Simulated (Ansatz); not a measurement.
The same path of CH5OSi (8 atoms, charge -1, multiplicity 1) was run twice with different band settings. Lost on the way: O3–H8. Made: Si2–H8.

Theory: RKS PBE/def2-SVP (Ansatz 0.2.0).

Relaxed end points:

```xyz
8
Properties=species:S:1:pos:R:3
C -0.557 0.786 -0.493
Si 0.980 -0.426 -0.177
O 0.188 -1.591 0.940
H -1.269 0.374 -1.247
H -0.207 1.770 -0.885
H -1.145 0.985 0.435
H 1.615 0.548 0.899
H 0.395 -2.446 0.527
```

```xyz
8
Properties=species:S:1:pos:R:3
C -0.589 0.656 -0.434
Si 0.484 -0.675 0.488
O -0.248 -1.560 1.589
H -1.440 0.180 -0.971
H 0.009 1.228 -1.181
H -1.023 1.386 0.285
H 1.688 0.205 0.954
H 1.119 -1.419 -0.730
```

Common settings: movable images 7; climbing image yes; spring 5.0 eV/Å²; optimiser quadratic models (default); force threshold 0.05 eV/Å; iteration limit 60; end points relaxed.

| run | start path |
| --- | --- |
| 1 | through a guess of the saddle point |
| 2 | straight line |

What does each run give, and how far can it be trusted?

Run 1: converged after 11 iterations, highest image 1.633 eV above the first end. A vibrational analysis at the climbing image gives one clearly imaginary mode, 1339i cm⁻¹: a first-order saddle point.
Run 2: converged after 8 iterations, highest image 1.633 eV above the first end. Another band between the same ends (7 images) ends at a top of the same energy, where a vibrational analysis finds 1 clearly imaginary mode.
The orbitals stay closed-shell, which can raise the energy where a bond breaks towards radicals; this wasn't checked here. Limits of this set-up: an anion without diffuse functions.
